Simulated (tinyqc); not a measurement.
Hueckel theory of the pi electrons with the omega technique, for the molecule c1c[cH+]1 (SMILES; centres numbered as the heavy atoms are written), step by step. Computed by tinyqc, a small Python program that keeps every step. Settings: charge = 1, omega = 1.0, damping = 0.5. Command: `OMP_NUM_THREADS=1 python tinyqc.py 22977 22978 out.jsonl` (the two numbers bound the seeds that draw the settings). One thread of a shared host (Intel(R) Xeon(R) Processor @ 2.60GHz), about 0.01 s of CPU time with the checks.

## The Hueckel matrix

Centres:
```
centre  z_r, pi electrons of the neutral centre         h
1C                                            1  0.000000
2C                                            1  0.000000
3C                                            1  0.000000
```

Bonds:
```
i  j  k
1  2  1
2  3  1
3  1  1
```

H_rr = alpha + h_r beta, H_rs = k_rs beta for bonded centres.

Hueckel matrix in units of beta (H = alpha + beta A):
```
          1C        2C        3C
1C  0.000000  1.000000  1.000000
2C  1.000000  0.000000  1.000000
3C  1.000000  1.000000  0.000000
```

## Orbitals, round 1

pi electrons, sum of z_r less the charge = 2

Diagonalise; E = alpha + x beta with beta < 0, so the largest x are filled first; degenerate levels share their electrons. P = sum n_i c_ri c_si; each orbital has its largest coefficient positive (the first on a tie).

x values: 2.000000  -1.000000  -1.000000

occupations: 2.000000  0.000000  0.000000

coefficients:
```
         MO1        MO2        MO3
1C  0.577350  -0.283201   0.765809
2C  0.577350   0.804811  -0.137645
3C  0.577350  -0.521609  -0.628164
```

charge and bond-order matrix P:
```
          1C        2C        3C
1C  0.666667  0.666667  0.666667
2C  0.666667  0.666667  0.666667
3C  0.666667  0.666667  0.666667
```

Within a degenerate level the vectors are fixed only up to a rotation; this is one choice.

## Omega technique, round 1

h_r = h_r(0) + omega q_r, omega = 1, with q_r = z_r - P_rr; 0.5 of the old diagonal is kept.

matrix after round 1:
```
          1C        2C        3C
1C  0.166667  1.000000  1.000000
2C  1.000000  0.166667  1.000000
3C  1.000000  1.000000  0.166667
```

## Orbitals, round 2

As before.

x values: 2.166667  -0.833333  -0.833333

occupations: 2.000000  0.000000  0.000000

coefficients:
```
         MO1        MO2        MO3
1C  0.577350  -0.218222   0.786795
2C  0.577350   0.790495  -0.204412
3C  0.577350  -0.572273  -0.582383
```

charge and bond-order matrix P:
```
          1C        2C        3C
1C  0.666667  0.666667  0.666667
2C  0.666667  0.666667  0.666667
3C  0.666667  0.666667  0.666667
```

Within a degenerate level the vectors are fixed only up to a rotation; this is one choice.

## Omega technique, round 2

As before.

matrix after round 2:
```
          1C        2C        3C
1C  0.250000  1.000000  1.000000
2C  1.000000  0.250000  1.000000
3C  1.000000  1.000000  0.250000
```

## Convergence

Each round sets h_r = h_r(0) + omega (z_r - P_rr), keeping the share named as damping of the old diagonal; repeat until output and input diagonals agree to 1e-6.

Rounds:
```
round   sum n x  largest |h(out) - h(in)|
1      4.000000                  3.33e-01
2      4.333333                  1.67e-01
3      4.500000                  8.33e-02
4      4.583333                  4.17e-02
5      4.625000                  2.08e-02
6      4.645833                  1.04e-02
7      4.656250                  5.21e-03
8      4.661458                  2.60e-03
9      4.664062                  1.30e-03
10     4.665365                  6.51e-04
11     4.666016                  3.26e-04
12     4.666341                  1.63e-04
13     4.666504                  8.14e-05
14     4.666585                  4.07e-05
15     4.666626                  2.03e-05
16     4.666646                  1.02e-05
17     4.666656                  5.09e-06
18     4.666662                  2.54e-06
19     4.666664                  1.27e-06
20     4.666665                  6.36e-07
```

Converged in 20 rounds.

## Energy, charges, bond orders

final x values: 2.333333  -0.666667  -0.666667

occupations: 2.000000  0.000000  0.000000

final P:
```
          1C        2C        3C
1C  0.666667  0.666667  0.666667
2C  0.666667  0.666667  0.666667
3C  0.666667  0.666667  0.666667
```

E = sum n x; q_r = z_r - P_rr; bond order p = P_rs; free valence = sqrt(3) - sum of p over the bonds of the atom.

pi energy = 2 alpha + this times beta = 4.666665

pi charges: 1C 0.333333, 2C 0.333333, 3C 0.333333

Bond orders and lengths from R = 1.517 - 0.180 p (angstrom, C-C alone):
```
bond         p         R
1-2   0.666667  1.397000
2-3   0.666667  1.397000
3-1   0.666667  1.397000
```

free valence of the carbons: 1C 0.398717, 2C 0.398717, 3C 0.398717

gap between the highest filled and the next level = 3.000000 |beta|
